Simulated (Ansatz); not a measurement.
# AlH3O (AlH2(OH)): the energy, rung by rung

AlH3O has 5 atoms, charge 0, and is taken as a singlet. As SMILES, `[H][Al]([H])[OH]`. The shape comes from GFN2-xTB, which is rough for such elements, and wasn't checked as a minimum.

```xyz
5

Al    0.2718    0.4511   -0.1093
H     1.7990    0.4172   -0.2214
H    -0.4810    1.7690   -0.3118
O    -0.5554   -0.9200    0.2267
H    -1.0343   -1.7173    0.4158
```

Quantity: the energy change with the Al1–H2 bond stretched from 1.532 to 3.063 Å, in eV. The values are calculated.

```
                      level                    kind  program  value (eV)  CPU time (all runs)
     HF/STO-3G (restricted)            Hartree–Fock   Ansatz        7.81               0.38 s
  SVWN5/STO-3G (restricted)                     LDA   Ansatz        5.47                2.5 s
   BLYP/STO-3G (restricted)                     GGA   Ansatz        5.14                3.1 s
 r2SCAN/STO-3G (restricted)                meta-GGA   Ansatz        5.65                5.8 s
  B3LYP/STO-3G (restricted)           global hybrid   Ansatz        5.78                2.6 s
  HSE06/STO-3G (restricted)  range-separated hybrid   Ansatz        5.99                3.6 s
  wB97X/STO-3G (restricted)  range-separated hybrid   Ansatz        6.59                 15 s
RPA@PBE/STO-3G (restricted)                     RPA   Ansatz        5.16                5.5 s
    MP2/STO-3G (restricted)     perturbation theory   Ansatz        6.20               0.66 s
BCCD(T)/STO-3G (restricted)   coupled cluster or CI   Ansatz        4.81               0.63 s
```

The first shape isn't each level's own minimum. The values span 4.81 to 7.81 eV. All rows use very small basis sets, so even the best lies far from the true value. Times are those of the runs behind each value, whatever else they computed, on shared processors of several kinds: orders of magnitude only.
